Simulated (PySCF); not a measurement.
# PH₂⁻: relaxation and vibrations of the singlet

Where does singlet PH₂⁻ go from a linear start, is the end point a minimum, and what are its modes, charges and moments?

Computed with PySCF 2.14.0. Level: PBE0, basis P def2-TZVPD, H def2-TZVPD, no relativity, density fitting.

### 1 The starting structure

3 atoms, charge -1, spin multiplicity 1.

Bond lengths: P1–H2 1.430 Å, P1–H3 1.430 Å. Angles: H2–P1–H3 180.0°.

```xyz
3
charge -1 multiplicity 1
P     0.0000    0.0000    0.0000
H     0.0000    0.0000    1.4300
H     0.0000    0.0000   -1.4300
```

### 2 The SCF at the typed geometry

The steps below are one call of a driver around PySCF. For each, scf.py gives the equivalent set-up of the SCF; relaxations use the driver's own optimiser. After this first run the driver tries any further starts and a stability analysis.

scf.py

```python
from pyscf import gto, scf, dft
mol = gto.M(atom='''
P      0.000000     0.000000     0.000000
H      0.000000     0.000000     1.430000
H      0.000000     0.000000    -1.430000''',
    basis={'P': 'def2-TZVPD', 'H': 'def2-TZVPD'},
    charge=-1, spin=0)
mf = dft.RKS(mol, xc='PBE0')
mf.grids.atom_grid = (50, 194)
aux = {'P': 'def2-universal-JKFIT', 'H': 'def2-universal-JKFIT'}
mf = mf.density_fit(auxbasis=aux)
mf.conv_tol = 1e-08
mf.diis_space = 10
mf.max_cycle = 60
mf.init_guess = 'minao'
mf.verbose = 4
mf.kernel()
```

Run with:

```sh
$ OMP_NUM_THREADS=2 python axn.py task.json out
```

Standard output:

```text
init E= -342.198162605093
  HOMO = -0.213074113191425  LUMO = -0.11877948315286  gap/eV = 2.56589
cycle= 1 E= -342.238228960797  delta_E= -0.0401  |g|= 0.374  |ddm|= 1.39
  HOMO = 0.129794768911851  LUMO = 0.183268485954272  gap/eV = 1.45509
cycle= 2 E= -342.234792617626  delta_E= 0.00344  |g|= 0.449  |ddm|= 1.03
  HOMO = 0.048560012166249  LUMO = 0.143706914157507  gap/eV = 2.58908
cycle= 3 E= -342.304216230677  delta_E= -0.0694  |g|= 0.031  |ddm|= 0.445
  HOMO = 0.0412108858217683  LUMO = 0.14025058262631  gap/eV = 2.69501
cycle= 4 E= -342.304458728098  delta_E= -0.000242  |g|= 0.0026  |ddm|= 0.0265
  HOMO = 0.039975644606889  LUMO = 0.139420977783121  gap/eV = 2.70605
cycle= 5 E= -342.304460688822  delta_E= -1.96e-06  |g|= 0.000217  |ddm|= 0.00403
  HOMO = 0.0399087834806321  LUMO = 0.139382061237287  gap/eV = 2.70681
cycle= 6 E= -342.304460706826  delta_E= -1.8e-08  |g|= 8.75e-06  |ddm|= 0.000297
  HOMO = 0.0399069060987963  LUMO = 0.139379537452715  gap/eV = 2.70679
cycle= 7 E= -342.304460706853  delta_E= -2.64e-11  |g|= 8.43e-07  |ddm|= 1.41e-05
  HOMO = 0.0399073409438552  LUMO = 0.139380046683407  gap/eV = 2.70679
Extra cycle  E= -342.304460706854  delta_E= -9.09e-13  |g|= 5.19e-07  |ddm|= 1.96e-06
converged SCF energy = -342.304460706854
```

This step, with its further starts and checks, took 3.2 s on 2 threads of Arm Neoverse N1, shared host.

Energies from each starting density:

| start | energy (Eh) |
| --- | --- |
| the minimal-basis guess | -342.304461 |
| a thermally smeared density | -342.304461 |
| a smeared PBE density | -342.304461 |

The test of internal stability and the other starts found no lower closed-shell solution.

### 3 Relaxing the singlet from the linear start

The program finds D∞h symmetry in the start, which this walk keeps.

scf.py, as its differences from that of step 2:

```diff
@@ -15 +14,0 @@
-mf.init_guess = 'minao'
```

The optimiser's trace:

| step | energy (Eh) | change (kJ/mol) | largest symmetric gradient (Eh/bohr) |
| --- | --- | --- | --- |
| 0 | -342.304461 | 0.00 | 0.02478 |
| 1 | -342.307197 | -7.18 | 0.00279 |
| 2 | -342.307226 | -7.26 | 0.00042 |
| 3 | -342.307227 | -7.26 | 0.00001 |

The walk took 1.7 s.

Geometry (Å) and forces (eV/Å) at some steps:

```
step 0
P    0.000   0.000   0.000   0.000   0.000   0.000
H    0.000   0.000   1.430   0.000   0.000  -1.274
H    0.000   0.000  -1.430   0.000   0.000   1.274
step 1
P    0.000   0.000   0.000   0.000   0.000   0.000
H    0.000   0.000   1.379   0.000   0.000  -0.143
H    0.000   0.000  -1.379   0.000   0.000   0.143
step 2
P    0.000   0.000   0.000   0.000   0.000   0.000
H    0.000   0.000   1.373   0.000   0.000   0.021
H    0.000   0.000  -1.373   0.000   0.000  -0.021
step 3
P    0.000   0.000   0.000   0.000   0.000   0.000
H    0.000   0.000   1.374   0.000   0.000   0.000
H    0.000   0.000  -1.374   0.000   0.000   0.000
```

It settles in D∞h symmetry, 7.3 kJ/mol below the start, after 3 steps: P–H 1.374 Å (×2); H–P–H 180.0°.

### 4 Is it a minimum? Harmonic modes

On the finer grid the gradient is checked again; gradients at displacements of ±0.02 bohr then give force constants and infrared intensities.

scf.py, as its differences from that of step 3:

```diff
@@ -4,2 +4,2 @@
-H      0.000000     0.000000     1.430000
-H      0.000000     0.000000    -1.430000''',
+H     -0.000000     0.000000     1.373600
+H      0.000000    -0.000000    -1.373600''',
@@ -9 +9 @@
-mf.grids.atom_grid = (50, 194)
+mf.grids.atom_grid = (75, 302)
@@ -12 +12 @@
-mf.conv_tol = 1e-08
+mf.conv_tol = 1e-10
```

The driver hands on the density of the step before, so the log starts near convergence.

Log of the central SCF (cycles and frontier levels):

```text
init E= -342.307228260032
  HOMO = 0.0398923280650044  LUMO = 0.154603165929023  gap/eV = 3.12144
cycle= 1 E= -342.307228260033  delta_E= -7.39e-13  |g|= 3.74e-07  |ddm|= 7.24e-07
  HOMO = 0.0398924656479198  LUMO = 0.154603239024944  gap/eV = 3.12144
Extra cycle  E= -342.307228260032  delta_E= 7.39e-13  |g|= 3.9e-07  |ddm|= 7.34e-07
converged SCF energy = -342.307228260032
```

The whole step took 5.6 s.

Geometry: D∞h; P–H 1.374 Å (×2); H–P–H 180.0°.

Harmonic modes (main isotopes):

```
symmetry  ω (cm⁻¹)  IR (km/mol)     type
      πu     1771i          700     bend
     σg+      2644          0.0  stretch
     σu+      2777          9.2  stretch
```

With 2 modes imaginary (up to 1771i cm⁻¹) this point is a saddle.

Constants and moments:

```
Dipole moment about the centre of mass                          : 0.00 D
Highest occupied level                                          : 1.09 eV
Lowest empty level                                              : 4.21 eV
Rotational constants                                            : 4.433 cm⁻¹
Zero-point energy (real modes)                                  : 32.4 kJ/mol
Principal polarisabilities                                      : 56.0, 67.8, 67.8 bohr³
Principal traceless quadrupole moments about the centre of mass : -3.23, -3.23, 6.45 D Å
```

Populations by atom (charges in e):

```
atom  Mulliken  Löwdin  polar tensor  Mayer order to P1
  P1     -0.96   -0.09         -1.53                  –
H2,3     -0.02   -0.45          0.27               1.30
```

Outer orbital energies (eV). occupied: -172.00, -121.31, -121.21, -121.21, -10.17, -5.89, 1.09, 1.09; empty: 4.21, 5.34, 6.66, 8.09.

Mulliken populations on P1: s 5.45, p 10.47, d 0.03, f 0.01.

### 5 Following the imaginary mode

The start is the last point, displaced along its most imaginary mode.

The program finds C2v symmetry in the start, which this walk keeps. Threshold on the gradient: 0.0003 Eh/bohr, with a further test on the energy change.

scf.py, as its differences from that of step 4:

```diff
@@ -3,3 +3,3 @@
-P      0.000000     0.000000     0.000000
-H     -0.000000     0.000000     1.373600
-H      0.000000    -0.000000    -1.373600''',
+P     -0.000722    -0.007776     0.000000
+H      0.011094     0.119486     1.373600
+H      0.011094     0.119486    -1.373600''',
@@ -9 +9 @@
-mf.grids.atom_grid = (75, 302)
+mf.grids.atom_grid = (50, 194)
@@ -12 +12 @@
-mf.conv_tol = 1e-10
+mf.conv_tol = 1e-08
```

The optimiser's trace:

| step | energy (Eh) | change (kJ/mol) | largest symmetric gradient (Eh/bohr) |
| --- | --- | --- | --- |
| 0 | -342.313530 | 0.00 | 0.04993 |
| 1 | -342.355886 | -111.21 | 0.08201 |
| 2 | -342.395742 | -215.85 | 0.03529 |
| 3 | -342.405414 | -241.24 | 0.03071 |
| 4 | -342.415019 | -266.46 | 0.01058 |
| 5 | -342.415953 | -268.91 | 0.00436 |
| 6 | -342.416002 | -269.04 | 0.00045 |
| 7 | -342.416002 | -269.04 | 0.00002 |

The walk took 4.1 s.

After 7 steps and 269.0 kJ/mol it ends at C2v: P–H 1.436 Å (×2); H–P–H 91.7°.

### 6 Frequencies

As before: finer grid, then central differences.

scf.py, as its differences from that of step 5:

```diff
@@ -3,3 +3,3 @@
-P     -0.000722    -0.007776     0.000000
-H      0.011094     0.119486     1.373600
-H      0.011094     0.119486    -1.373600''',
+P     -0.005654    -0.060891    -0.000000
+H      0.086878     0.935689     1.030246
+H      0.086878     0.935689    -1.030246''',
@@ -9 +9 @@
-mf.grids.atom_grid = (50, 194)
+mf.grids.atom_grid = (75, 302)
@@ -12 +12 @@
-mf.conv_tol = 1e-08
+mf.conv_tol = 1e-10
```

SCF at the final geometry:

```text
init E= -342.416005051535
  HOMO = 0.0447700419434653  LUMO = 0.186665619590153  gap/eV = 3.86118
cycle= 1 E= -342.416005051539  delta_E= -3.87e-12  |g|= 4.89e-06  |ddm|= 1.01e-05
  HOMO = 0.0447687630474451  LUMO = 0.186665181525292  gap/eV = 3.86120
Extra cycle  E= -342.416005051542  delta_E= -3.3e-12  |g|= 3.92e-06  |ddm|= 8.2e-06
converged SCF energy = -342.416005051542
```

The whole step took 7.1 s on 2 threads of Arm Neoverse N1, shared host.

Geometry: C2v; P–H 1.436 Å (×2); H–P–H 91.7°.

Modes, for the most abundant isotopes:

| symmetry | ω (cm⁻¹) | IR (km/mol) | μ (u) |
| --- | --- | --- | --- |
| a1 | 1078 | 30.2 | 1.04 |
| a1 | 2286 | 233 | 1.04 |
| b2 | 2288 | 255 | 1.04 |

Every mode is real; the point is a minimum.

Properties at this point:

- Dipole moment about the centre of mass: 0.10 D
- Highest occupied level: 1.22 eV
- Lowest empty level: 5.08 eV
- Rotational constants: 8.892, 7.88, 4.178 cm⁻¹
- Zero-point energy: 33.8 kJ/mol
- Principal polarisabilities: 49.7, 53.4, 63.7 bohr³
- Principal traceless quadrupole moments about the centre of mass: -3.22, 0.35, 2.87 D Å
- Entropy at 298.15 K and 1 bar: 207.1 J/(mol K)
- Heat capacity Cp at 298.15 K: 34.5 J/(mol K)
- Enthalpy at 298.15 K above 0 K: 9.99 kJ/mol
- Rotational symmetry number: 2

Charges (e) and bond orders:

| atom | Mulliken | Löwdin | polar tensor | Mayer order to P1 |
| --- | --- | --- | --- | --- |
| P1 | -0.78 | -0.09 | -0.57 | – |
| H2,3 | -0.11 | -0.46 | -0.22 | 1.27 |

Outer orbital energies (eV). occupied: -171.93, -121.23, -121.17, -121.07, -9.76, -3.59, -1.38, 1.22; empty: 5.08, 6.51, 7.96, 8.03.

Mulliken populations on P1: s 5.81, p 9.86, d 0.09, f 0.01.

### 7 Would spin polarisation lower it?

At the lowest minimum the closed shell is tested against spin polarisation, on the (50, 194) grid. It is stable.

### 8 All stationary points

| spin | group | bonds | imaginary modes (cm⁻¹) | ΔE (kJ/mol) | with zero-point energy |
| --- | --- | --- | --- | --- | --- |
| singlet | C2v | P–H 1.436 Å (×2) | none | 0.0 | 0.0 |
| singlet | D∞h | P–H 1.374 Å (×2) | 1771i, 1771i | 285.6 | – |

### 9 What came out

| quantity | value |
| --- | --- |
| minimum | singlet, C2v |
| geometry | P–H 1.436 Å (×2); H–P–H 91.7° |
| wavenumbers (cm⁻¹) | 1078 (a1), 2286 (a1), 2288 (b2) |
| dipole moment (centre of mass) | 0.10 D |
| highest occupied, lowest empty level | 1.22, 5.08 eV |
| polar-tensor charge of P1 | -0.57 e |
| zero-point energy | 33.8 kJ/mol |
| entropy at 298.15 K | 207.1 J/(mol K) |

**Reading.** From D∞h at the start the molecule goes to a C2v minimum, after a stop at a second-order saddle point 285.6 kJ/mol higher, from which it was pushed off along an imaginary mode. In the infrared the band at 2288 cm⁻¹ (b2, stretch) leads. Only this shape and spin were tried, so other structures or states may lie lower. A highest occupied level above zero is common for anions with such functionals; it warns that the extra electron is poorly described.

The anion's highest level is positive in at least one run, so there the basis alone may hold the extra electron.

The search up to here took 22 s.
